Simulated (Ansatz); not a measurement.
Relaxation of BHO2 (4 atoms, charge 0, multiplicity 1), to a largest force component of 0.02 eV/Å in at most 50 steps.

Method: UKS B3LYP-D4/def2-TZVP (Ansatz).

```xyz
4
Properties=species:S:1:pos:R:3
O -1.548 0.519 0.447
B -0.434 0.136 0.237
O 0.790 -0.291 0.088
H 1.191 -0.365 -0.772
```

Q: Where does it end, and by what steps?

A: It converged. After 4 steps the energy has fallen by 0.025 eV; O3 moved furthest, 0.03 Å.

| step | energy less start (eV) | largest force component (eV/Å) | accepted |
| --- | --- | --- | --- |
| 0 | 0.0000 | 1.355 | yes |
| 1 | -0.0199 | 0.312 | yes |
| 2 | -0.0223 | 0.116 | yes |
| 3 | -0.0238 | 0.111 | yes |
| 4 | -0.0248 | 0.018 | yes |

```xyz
4
Properties=species:S:1:pos:R:3
O -1.560 0.525 0.434
B -0.428 0.133 0.248
O 0.815 -0.301 0.105
H 1.173 -0.357 -0.787
```

Whether the end is a true minimum wasn't checked by a vibrational analysis.

The run took 5.6 s on 2 threads of Intel(R) Xeon(R) Platinum 8488C (Sapphire Rapids) (shared host), peak memory 0.17 GiB.
